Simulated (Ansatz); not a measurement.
Basis or method: quartet less doublet of H2Si–As

H2Si–As, doublet; coordinates (Å): Si 0.000 0.000 1.527; As 0.000 0.000 -0.636; H 0.000 1.226 2.366; H 0.000 -1.226 2.366. Quantity: quartet less doublet, vertical.

Ansatz 0.2.0, basis cc-pVDZ or cc-pVTZ; geometries are PBE0/def2-TZVP minima. Wave-function levels freeze the cores with the filled d shells of p-block atoms; HF, MP2 and coupled cluster are restricted for singlets and unrestricted otherwise, restricted open-shell where a d shell is frozen, Kohn–Sham unrestricted where that lies lower. The reference is CCSDT(Q) or CCSDTQ (coupled cluster only where its series has nearly closed). Semilocal and hybrid functionals correlate all electrons outside any core potential and usually lie nearer their basis limit than the reference, so part of their error here is the reference's basis and frozen-core error; RPA and the MP2 part of double hybrids freeze the same cores as the reference. None of these values is a measured one. Energies are electronic, without zero-point terms. No spin–orbit coupling and no scalar relativity. The species are chosen: bound, without strong static correlation by their natural occupations or amplitudes, in their lowest spin state as far as vertical gaps and like structures tell, and with a ladder that closes on the reference, so errors are smaller than for species at large; levels whose determinant breaks symmetry or spin markedly are left out.

```
    level    cc-pVDZ (eV)      cc-pVTZ (eV)
reference  1.991 (CCSDTQ)  2.029 (CCSDT(Q))
     CCSD           1.862             1.896
  CCSD(T)           1.970             2.011
      PBE           2.011             2.007
   r2SCAN           1.853             1.864
     PBE0           1.851             1.851
  wB97M-V           1.963             1.962
  RPA-PBE           2.036             2.025
```

From cc-pVDZ to cc-pVTZ the reference moves by 0.038 eV and PBE by -0.004; the step from CCSD(T) to the reference is 0.020 in the first and 0.018 in the last.
